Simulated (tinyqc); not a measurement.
UKS/BLYP in the sto-3g basis, for LiH, spin multiplicity 3, step by step. One step of it, computed by the program tinyqc.

Task: Iteration 1: building the Kohn-Sham matrix. J_ij = sum D_kl (ij|kl) with D = D(alpha) + D(beta); F = H + J + V_xc; E = tr D H + tr D J / 2 + E_xc + E_nn.

D(alpha) at the start:
```
,1Li 1s,1Li 2s,1Li 2px,1Li 2py,1Li 2pz,2H 1s
1Li 1s,1.043901,-0.171488,0.000000,0.000000,0.098153,-0.093217
1Li 2s,-0.171488,0.711218,0.000000,0.000000,-0.392811,0.230750
1Li 2px,0.000000,0.000000,0.000000,0.000000,0.000000,0.000000
1Li 2py,0.000000,0.000000,0.000000,0.000000,0.000000,0.000000
1Li 2pz,0.098153,-0.392811,0.000000,0.000000,0.564368,0.208298
2H 1s,-0.093217,0.230750,0.000000,0.000000,0.208298,0.400996
```

D(beta) at the start:
```
,1Li 1s,1Li 2s,1Li 2px,1Li 2py,1Li 2pz,2H 1s
1Li 1s,0.977149,0.043854,0.000000,0.000000,0.000679,-0.001997
1Li 2s,0.043854,0.001968,0.000000,0.000000,0.000030,-0.000090
1Li 2px,0.000000,0.000000,0.000000,0.000000,0.000000,0.000000
1Li 2py,0.000000,0.000000,0.000000,0.000000,0.000000,0.000000
1Li 2pz,0.000679,0.000030,0.000000,0.000000,0.000000,-0.000001
2H 1s,-0.001997,-0.000090,0.000000,0.000000,-0.000001,0.000004
```

core Hamiltonian H = T + V (hartree):
```
,1Li 1s,1Li 2s,1Li 2px,1Li 2py,1Li 2pz,2H 1s
1Li 1s,-4.713399,-1.058682,0.000000,0.000000,-0.013903,-0.231270
1Li 2s,-1.058682,-1.382621,0.000000,0.000000,-0.115231,-0.620092
1Li 2px,0.000000,0.000000,-1.124699,0.000000,0.000000,0.000000
1Li 2py,0.000000,0.000000,0.000000,-1.124699,0.000000,0.000000
1Li 2pz,-0.013903,-0.115231,0.000000,0.000000,-1.216856,-0.775796
2H 1s,-0.231270,-0.620092,0.000000,0.000000,-0.775796,-1.387115
```

Two-electron integrals (ij|kl) in chemists' order, unique and non-zero (hartree):
```
i,j,k,l,(ij|kl)
1,1,1,1,1.680395
2,1,1,1,0.265420
2,1,2,1,0.049941
2,2,1,1,0.397727
2,2,2,1,0.092860
2,2,2,2,0.290562
3,1,3,1,0.008981
3,2,3,1,0.013788
3,2,3,2,0.064184
3,3,1,1,0.396640
3,3,2,1,0.092880
3,3,2,2,0.290497
3,3,3,3,0.312946
4,1,4,1,0.008981
4,2,4,1,0.013788
4,2,4,2,0.064184
4,3,4,3,0.016869
4,4,1,1,0.396640
4,4,2,1,0.092880
4,4,2,2,0.290497
4,4,3,3,0.279207
4,4,4,4,0.312946
5,1,5,1,0.008981
5,2,5,1,0.013788
5,2,5,2,0.064184
5,3,5,3,0.016869
5,4,5,4,0.016869
5,5,1,1,0.396640
5,5,2,1,0.092880
5,5,2,2,0.290497
5,5,3,3,0.279207
5,5,4,4,0.279207
5,5,5,5,0.312946
6,1,1,1,0.054594
6,1,2,1,0.010330
6,1,2,2,0.019584
6,1,3,3,0.019355
6,1,4,4,0.019355
6,1,5,1,0.001229
6,1,5,2,0.002393
6,1,5,5,0.020050
6,1,6,1,0.002338
6,2,1,1,0.132275
6,2,2,1,0.031274
6,2,2,2,0.103959
6,2,3,3,0.098534
6,2,4,4,0.098534
6,2,5,1,0.005061
6,2,5,2,0.031096
6,2,5,5,0.114703
6,2,6,1,0.007739
6,2,6,2,0.062440
6,3,3,1,0.002460
6,3,3,2,0.011566
6,3,5,3,0.004743
6,3,6,3,0.004370
6,4,4,1,0.002460
6,4,4,2,0.011566
6,4,5,4,0.004743
6,4,6,4,0.004370
6,5,1,1,0.165085
6,5,2,1,0.039429
6,5,2,2,0.135926
6,5,3,3,0.126700
6,5,4,4,0.126700
6,5,5,1,0.007841
6,5,5,2,0.047648
6,5,5,5,0.154220
6,5,6,1,0.010131
6,5,6,2,0.089256
6,5,6,5,0.129284
6,6,1,1,0.306625
6,6,2,1,0.073725
6,6,2,2,0.269544
6,6,3,3,0.245916
6,6,4,4,0.245916
6,6,5,1,0.013406
6,6,5,2,0.101551
6,6,5,5,0.316534
6,6,6,1,0.018981
6,6,6,2,0.203073
6,6,6,5,0.301245
6,6,6,6,0.774606
```

nuclear repulsion = 0.92191152 hartree

V_xc(alpha) (hartree):
```
,1Li 1s,1Li 2s,1Li 2px,1Li 2py,1Li 2pz,2H 1s
1Li 1s,-1.103935,-0.145584,0.000000,0.000000,0.002612,-0.030323
1Li 2s,-0.145584,-0.214383,0.000000,0.000000,0.009005,-0.109169
1Li 2px,0.000000,0.000000,-0.191419,0.000000,0.000000,0.000000
1Li 2py,0.000000,0.000000,0.000000,-0.191419,0.000000,0.000000
1Li 2pz,0.002612,0.009005,0.000000,0.000000,-0.254097,-0.155812
2H 1s,-0.030323,-0.109169,0.000000,0.000000,-0.155812,-0.430796
```

V_xc(beta) (hartree):
```
,1Li 1s,1Li 2s,1Li 2px,1Li 2py,1Li 2pz,2H 1s
1Li 1s,-1.092861,-0.144326,0.000000,0.000000,0.000324,-0.029799
1Li 2s,-0.144326,-0.156642,0.000000,0.000000,-0.001324,-0.052838
1Li 2px,0.000000,0.000000,-0.153200,0.000000,0.000000,0.000000
1Li 2py,0.000000,0.000000,0.000000,-0.153200,0.000000,0.000000
1Li 2pz,0.000324,-0.001324,0.000000,0.000000,-0.159295,-0.065297
2H 1s,-0.029799,-0.052838,0.000000,0.000000,-0.065297,-0.110824
```

E_xc = sum of w rho eps_xc = -2.16926100 hartree

Give: Coulomb J; F(alpha); F(beta); total energy of this density.

Result:

Coulomb J (hartree):
```
,1Li 1s,1Li 2s,1Li 2px,1Li 2py,1Li 2pz,2H 1s
1Li 1s,4.078,0.701,0.000,0.000,0.002,0.146
1Li 2s,0.701,1.360,0.000,0.000,0.027,0.521
1Li 2px,0.000,0.000,1.336,0.000,0.000,0.000
1Li 2py,0.000,0.000,0.000,1.336,0.000,0.000
1Li 2pz,0.002,0.027,0.000,0.000,1.402,0.686
2H 1s,0.146,0.521,0.000,0.000,0.686,1.421
```

F(alpha) (hartree):
```
,1Li 1s,1Li 2s,1Li 2px,1Li 2py,1Li 2pz,2H 1s
1Li 1s,-1.739,-0.503,0.000,0.000,-0.010,-0.115
1Li 2s,-0.503,-0.237,0.000,0.000,-0.079,-0.209
1Li 2px,0.000,0.000,0.020,0.000,0.000,0.000
1Li 2py,0.000,0.000,0.000,0.020,0.000,0.000
1Li 2pz,-0.010,-0.079,0.000,0.000,-0.069,-0.246
2H 1s,-0.115,-0.209,0.000,0.000,-0.246,-0.397
```

F(beta) (hartree):
```
,1Li 1s,1Li 2s,1Li 2px,1Li 2py,1Li 2pz,2H 1s
1Li 1s,-1.728,-0.502,0.000,0.000,-0.012,-0.115
1Li 2s,-0.502,-0.179,0.000,0.000,-0.090,-0.152
1Li 2px,0.000,0.000,0.058,0.000,0.000,0.000
1Li 2py,0.000,0.000,0.000,0.058,0.000,0.000
1Li 2pz,-0.012,-0.090,0.000,0.000,0.026,-0.156
2H 1s,-0.115,-0.152,0.000,0.000,-0.156,-0.077
```

total energy of this density = -7.77368 hartree
